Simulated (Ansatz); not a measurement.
Cubic perovskite KTaO₃, treated with LDA (Ansatz, a program for electronic structure, PAW).

Settings: plane-wave cutoff 520 eV, 8×8×8 k mesh, perturbation theory, force constants from a 4×4×4 q mesh, scalar-relativistic PAW data made under PBE.

Computed at the level's own relaxed cell.

Space group Pm-3m (No. 221); a = 3.9521 Å, b = 3.9521 Å, c = 3.9521 Å, α = 90.00°, β = 90.00°, γ = 90.00°

```json
[
 {"atom": "K", "site": "1a", "symmetry": "m-3m", "x": "0.0000", "y": "0.0000", "z": "0.0000"},
 {"atom": "Ta", "site": "1b", "symmetry": "m-3m", "x": "0.5000", "y": "0.5000", "z": "0.5000"},
 {"atom": "O", "site": "3c", "symmetry": "4/mm.m", "x": "0.0000", "y": "0.5000", "z": "0.5000"}
]
```

Harmonic phonon frequencies (cm⁻¹; i marks an imaginary mode; at Γ without the LO shift):

```csv
q point,frequencies
Γ,0 0 0 93 93 93 181 181 181 246 246 246 553 553 553
R,133 133 133 178 178 178 265 265 265 423 423 423 578 578 945
```

No imaginary mode appears at these points.
